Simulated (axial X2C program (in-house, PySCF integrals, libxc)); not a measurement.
Low determinants of AlH⁻ at the PBE0 level, 2c

Computed with an in-house relativistic program for diatomic molecules. Two-component (2c) means X2C with spin–orbit coupling and atomic mean-field two-electron Coulomb and Gaunt terms. Basis: Al dyall-av3z [9s9p3d2f], H dyall-av3z [7s3p2d] (cores contracted in-house); Gaussian nuclei, density fitting, unrestricted open shells. Masses: Al 26.982 u, H 1.008 u.

Search at 1.702 Å (vertical energies from the lowest determinant):

```tsv
ΔE (eV)	state	electrons beyond evenly filled partner blocks	electrons in ±ω = 1/2, 3/2, 5/2, 7/2
0.00	Ω = 1/2	ω = 1/2	13 2 0 0
0.00	Ω = 3/2	ω = 3/2	12 3 0 0
1.87	Ω = 1/2	2 × ω = -1/2, ω = 3/2	12 3 0 0
2.07	Ω = 5/2	2 × ω = 1/2, ω = 3/2	12 3 0 0
2.08	Ω = 1/2	ω = 1/2	11 4 0 0
2.62	Ω = 5/2	ω = 5/2	12 2 1 0
2.64	Ω = 7/2	ω = 1/2, 2 × ω = 3/2	11 4 0 0
```

Lowest determinant, Ω = 1/2 (⟨Sz⟩ = -0.50, ⟨Lz⟩ = 1.00 at PBE0): Re = 1.699 Å, ωe = 1481.8 cm⁻¹.

The determinant in row 2 of the search, Ω = 3/2 (⟨Sz⟩ = 0.50, ⟨Lz⟩ = 1.00 at PBE0), was followed along the bond at PBE0; measured from the minimum of the lowest determinant it gives:

Te = 0.005 eV (40 cm⁻¹), Re = 1.699 Å, ωe = 1482.5 cm⁻¹.

Problem. Compare the bond of the determinant in row 2 with that of the lowest one.

Solution. At PBE0 its Re is the same within 0.001 Å and its force constant, which goes as ωe², is 1.00 times that of the lowest determinant. T0 ≈ Te + Δωe/2 = 40 + (0) = 40 cm⁻¹.

The search compares states at one distance, so a state with another bond length can lie lower; it is not exhaustive and yields mostly the lowest determinant of each block pattern, so other components and higher states of one pattern are missing. These are energies of single determinants, not of spin-adapted states; PBE0 term energies can be off by some tenths of an eV, and the functional has no current term. For an anion, determinants above electron detachment are held by the basis set. Row 1 has a positive highest level at its minimum. Row 2 has a positive highest level at its minimum.
